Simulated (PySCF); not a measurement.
# Which functional comes closest?

Molecule: SMILES C=CN=C=O, C3H3NO.

Mapped SMILES: `[CH2:1]=[CH:2][N:3]=[C:4]=[O:5]` (H(Xn): hydrogen on atom n). Ha(C1) is cis to N3; Hb(C1) is trans to N3.

Geometry PBE0-D3(BJ)/def2-SVP throughout; GIAO in PySCF, gas phase, one conformer, non-relativistic; equivalent atoms averaged; basis pcSseg-2.

Reference values (measured; solution, not stated per compound (mostly CDCl3 or CCl4); Pretsch, Buehlmann, Badertscher, Structure Determination of Organic Compounds, 4th ed. (2009)): δ(H(C2)) = 6.12 ppm, δ(Hb(C1)) = 4.77 ppm, δ(Ha(C1)) = 5.01 ppm. Computed shifts are taken against TMS, calculated as an isolated molecule at each level.

**Question.** How do the functionals WP04, B97-2, BHandHLYP, CAM-B3LYP, wB97X-D, LC-wPBE perform against the reference? Times are CPU seconds on 1 thread of an Arm Neoverse V1, shared host.

**Answer.** 
```
functional                    kind  H(C2)  Hb(C1)  Ha(C1)  mean abs. error H  core-s
      WP04           global hybrid   5.48    5.20    5.14               0.40      15
     B97-2           global hybrid   5.70    5.30    5.28               0.41      14
 BHandHLYP           global hybrid   5.73    5.30    5.31               0.41      13
 CAM-B3LYP  range-separated hybrid   5.77    5.33    5.35               0.42      19
   wB97X-D  range-separated hybrid   5.75    5.36    5.34               0.43      18
   LC-wPBE  range-separated hybrid   5.82    5.47    5.45               0.48      26
```

For 1H the closest is WP04 (0.40 ppm, with BHandHLYP, B97-2, CAM-B3LYP practically level) and the furthest LC-wPBE (0.48 ppm). One molecule is a small sample, and vibrational and solvent effects are absent from the calculation.
